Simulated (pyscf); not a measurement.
H₂C=CH–CH=CH₂ + HBr → H₂C=C=CH–CH₂–Br + H₂, a concerted two-bond exchange (singlet surface; C–H, Br–H broken, Br–C, H–H formed). Single points on ωB97X-D3(BJ)/def2-SVP structures (PySCF, gas phase). Energies in eV from the separated reactants.

AM1 to PM7: differences of heats of formation from MOPAC, which are fitted to 298 K values and so differ in kind from electronic energies by zero-point and thermal terms. 

### Question
In single points PM3 puts the saddle at 1.71 eV and the reaction energy at -0.11 eV. Should these be trusted to within a few kcal/mol? Compare with ωB97M-D3(BJ)/def2-TZVP.

### Answer
ωB97M-D3(BJ)/def2-TZVP gives ΔE‡ = 3.07 eV and ΔE = +1.26 eV. PM3 lies 1.36 eV under it in the barrier and 1.37 eV under it in the reaction energy, so on this step it does not hold to within 0.13 eV. ωB97M-D3(BJ)/def2-TZVP has limits of its own. The same reactants have a lower exit, to H₂C=CH–CH(CH₃)–Br (barrier +1.28 eV at ωB97M-D3(BJ)/def2-TZVP, against +3.07 eV here). H₂C=C=CH–CH₂–Br lies 0.50 eV over its isomer H₂C=CH–C(=CH₂)–Br (electronic energy, ωB97M-D3(BJ)/def2-TZVP). This is the saddle that the search found; another between the same sides may lie lower. In the def2 sets elements up to Kr have no core potential.
